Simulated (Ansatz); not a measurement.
Geometry optimisation, UKS PBE/6-31G* (Ansatz).

Input file:

```yaml
crystal:
  periodic: [false, false, false]
  atoms:
    - { symbol: "N", position_ang: [-0.90587, 0.57586, -1.20617] }
    - { symbol: C, position_ang: [-0.05857, 0.68573, -0.35163] }
    - { symbol: "N", position_ang: [0.40533, -0.45413, 0.62236] }
    - { symbol: H, position_ang: [-1.44033, -0.255, -1.42529] }
    - { symbol: H, position_ang: [0.48119, 1.60179, -0.16452] }
    - { symbol: H, position_ang: [1.1509, -0.12125, 1.2457] }
    - { symbol: H, position_ang: [0.75565, -1.25901, 0.0847] }
    - { symbol: H, position_ang: [-0.38831, -0.77399, 1.19484] }
total_charge: 1
magnetization:
  spin_polarized: true
basis:
  gaussian: { orbitals: "6-31G*" }
hamiltonian:
  xc: pbe
relax:
  f_tol: 0.02
  max_steps: 40
```

Run as:

```bash
$ ansatz run input.yaml --threads 1 --pin off --max-ram 2048MiB --backend cpu --events-out ev --progress --plain --runs-dir out
```

Q: Where does it end, and by what steps?

A: It converged. Limits of this set-up: the dipole of an ion depends on the origin. After 21 steps the energy has fallen by 0.109 eV; H8 moved furthest, 0.63 Å.

| step | energy less start (eV) | largest force component (eV/Å) | accepted |
| --- | --- | --- | --- |
| 0 | 0.0000 | 2.003 | yes |
| 1 | -0.0666 | 0.383 | yes |
| 2 | -0.0758 | 0.189 | yes |
| 3 | -0.0805 | 0.075 | yes |
| 4 | -0.0816 | 0.115 | yes |
| 5 | -0.0818 | 0.043 | yes |
| 6 | -0.0820 | 0.123 | yes |
| 7 | -0.0834 | 0.150 | yes |
| 8 | -0.0590 | 0.676 | no |
| 9 | -0.0886 | 0.114 | yes |
| 10 | -0.0887 | 0.323 | yes |
| 11 | -0.1012 | 0.221 | yes |
| 12 | -0.1023 | 0.200 | yes |
| 13 | -0.0845 | 0.680 | no |
| 14 | -0.1038 | 0.218 | yes |
| 15 | -0.1084 | 0.020 | yes |
| 16 | -0.1089 | 0.037 | yes |
| 17 | -0.0968 | 0.514 | no |
| 18 | -0.1091 | 0.020 | yes |
| 19 | -0.1093 | 0.026 | yes |
| 20 | -0.0812 | 1.237 | no |
| 21 | -0.1093 | 0.006 | yes |

```xyz
8
Properties=species:S:1:pos:R:3
N -0.796 0.581 -1.348
C -0.179 0.716 -0.277
N 0.374 -0.451 0.626
H -0.988 -0.359 -1.723
H 0.065 1.680 0.187
H 1.403 -0.372 0.739
H 0.167 -1.383 0.222
H -0.046 -0.412 1.574
```

Run time: 56 s on 1 thread of Intel(R) Xeon(R) Platinum 8259CL CPU @ 2.50GHz (Skylake/Cascade Lake), on a shared host, peak memory 0.14 GiB.
